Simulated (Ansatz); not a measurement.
Results of LDA (plane waves, PAW; Ansatz, a first-principles code) for SbSI (Pnma, No. 62).

Run with plane-wave cutoff 520 eV, 4×8×4 k mesh (along the axes of the cell as run), Fermi–Dirac smearing 0.01 eV, scalar-relativistic PAW data made under PBE.

Cell (relaxed at this level):

Space group Pnma (No. 62); a = 8.2963 Å, b = 4.0128 Å, c = 9.9397 Å, α = 90.00°, β = 90.00°, γ = 90.00°

```csv
atom,site,symmetry,x,y,z
Sb,4c,.m.,0.1274,0.7500,0.1243
S,4c,.m.,0.1589,0.2500,0.9512
I,4c,.m.,0.4887,0.2500,0.1692
```

Task: Predict the band gap, smallest direct gap on the k points sampled and Γ–Γ gap.

Result: 
- band gap = 1.44 eV
- smallest direct gap on the k points sampled = 1.56 eV
- Γ–Γ gap = 2.21 eV

Measured, for comparison: band gap 1.88 eV (temperature not stated, no zero-point or thermal correction, indirect; as tabulated in Butler et al. (2014), arXiv:1412.6929).

Note: the volume lies 7 % below that of the published cell.

Spin–orbit coupling is not included.

Computed values are for the static lattice.

The result took very roughly 4 core-minutes.
